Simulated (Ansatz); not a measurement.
**BClH₂O (built from SMILES OBCl): functionals against CCSD(T) at one geometry**

An exercise on one series of results from a longer session: the logs are not shown, and one member is left open.

Program: Ansatz 0.2.0, Gaussian basis. Level of theory: single points in def2-TZVPP. These are calculated values, not measurements.

Correlated methods freeze the cores.

## Starting geometry

5 atoms, charge 0, spin multiplicity 1.

Atoms are counted from 1 here; the program's logs count them from 0.

Bond lengths: B1–O3 1.351 Å, B1–H5 1.196 Å, O3–H4 1.224 Å. Angles: O3–B1–H5 150.9°, B1–O3–H4 93.0°.

As a file:

```xyz
5
BClH2O
B    -0.27540    0.03200   -0.62810
Cl    1.00740    0.96300    1.03230
O    -0.40450   -1.13670    0.03820
H     0.23930   -0.73340    0.99850
H    -0.59090    0.76990   -1.51510
```

The first run:

run/in.yaml reads:

```yaml
crystal:
  periodic: [false, false, false]
  atoms:
    - {symbol: B, position_ang: [-0.275400, 0.032000, -0.628100]}
    - {symbol: Cl, position_ang: [1.007400, 0.963000, 1.032300]}
    - {symbol: O, position_ang: [-0.404500, -1.136700, 0.038200]}
    - {symbol: H, position_ang: [0.239300, -0.733400, 0.998500]}
    - {symbol: H, position_ang: [-0.590900, 0.769900, -1.515100]}
basis:
  gaussian: {orbitals: def2-TZVPP}
correlation: {method: ccsd_t}
output: {forces: true}
```

The command line of these runs was not kept.

Steps of the session up to this table: CCSD(T)/def2-TZVPP; PBE0-D4/def2-TZVPP; wB97M-V/def2-TZVPP; r2SCAN-D4/def2-TZVPP; PBE-D4/def2-TZVPP; wB97X-V/def2-TZVPP; BHLYP-D4/def2-TZVPP.

One of the session's tables, all rows but one given; the rest of the session is left out.

```
   method  RMS force component (eV/Å)  angle to CCSD(T) forces (°)  dipole (D)
  CCSD(T)                       1.594                    reference        2.08
  PBE0-D4                       1.704                          6.5        2.04
  wB97M-V                       1.673                          6.1        2.12
r2SCAN-D4                       1.566                          6.3        1.99
   PBE-D4                       1.401                          6.4        1.80
  wB97X-V                           ?                            ?           ?
 BHLYP-D4                       1.923                         10.6        2.26
```

**Question.** Estimate the row for wB97X-V.

As computed: RMS force component (eV/Å): 1.704; angle to CCSD(T) forces (°): 4.3; dipole (D): 2.19.
